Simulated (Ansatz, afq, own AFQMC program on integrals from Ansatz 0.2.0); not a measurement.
Integrals from Ansatz 0.2.0, then the random walk in our own AFQMC program (afq).

```yaml
crystal:
  periodic: [false, false, false]
  atoms:
    - {symbol: Al, position_ang: [0.000000, 0.018024, 0.918476]}
    - {symbol: C, position_ang: [0.000000, 0.566878, -0.876023]}
    - {symbol: B, position_ang: [0.000000, -0.808509, -1.195499]}
    - {symbol: H, position_ang: [0.000000, 1.434504, -1.325192]}
basis:
  gaussian: {orbitals: cc-pVDZ}
magnetization: {spin_polarized: true, initial_magnetization: 3}
correlation: {method: ccsd_t, electrons: outside_noble_gas, hamiltonian_folder: ham}
```

```sh
$ ansatz run in.yaml --threads 1 --pin off --events-out ev --progress --plain --max-ram 1382MiB
```

afq runs on the folder ham with

```
--method free --trial cisd --walkers 60 --time-step 0.03 --max-blocks 80 --target-error 0.0004 --factor-cut 1e-05 --seed 1786 --times 0,0.21,0.42,0.81,1.2,1.8,2.4,3 --taylor-order 8
```

Times are imaginary, in 1/Eh. The walk had a cap of 2083 s.

Output of the walk:

```
orbitals 44  electrons 7 4  factors 358 of 490
reference energy -304.87149234 Eh
CCSD correlation -0.24179700 Eh in 15 cycles, weight of the determinant in the CISD state 0.8478
repeat  energy at the last time / Eh  error
    10  -305.125156  0.001557
    20  -305.126874  0.001267
    30  -305.127939  0.001068
    40  -305.127767  0.000935
    50  -305.127975  0.000865
    60  -305.127980  0.000841
    70  -305.127995  0.000757
    80  -305.128205  0.000726
time / (1/Eh)  energy / Eh  error  mean overlap
  0.00  -305.113262  0.000241  1.1787
  0.21  -305.119337  0.000315  1.1731
  0.42  -305.122606  0.000341  1.1715
  0.81  -305.125189  0.000363  1.1709
  1.20  -305.126352  0.000401  1.1729
  1.80  -305.127171  0.000527  1.1860
  2.40  -305.128135  0.000676  1.1949
  3.00  -305.128205  0.000726  1.2043
energy -305.128205 +/- 0.000726 Eh
```

The run passed its tests (error under three times the target), which doesn't prove that it has relaxed.

Against this walk (error 19.7 meV) on the same determinant: CCSD(T) 50.4 meV higher, CCSDT(Q) 26.7 meV lower (within the noise). The error is statistical, and a free projection of finite length keeps a remainder of its start.

Cautions: remainder of the start not in the error; error above the target (19.7 against 10.9 meV); lower spins were not checked; unrestricted determinant slightly spin contaminated (⟨S²⟩ 3.83 against 3.75).

The walk took 4.9 min on 1 thread of Intel(R) Xeon(R) 6975P-C (Granite Rapids), on a shared host. The log's last line is the free-projection energy.

CCSDT and higher add their correlation energy to the determinant of the CCSD(T) run, since their own runs factorise the integrals more tightly (a shift of under 2 meV). A walk keeps the symmetry of its determinant, which the program's search chose and which needn't be the lowest solution, so a lower state of the same spin and another symmetry isn't excluded.
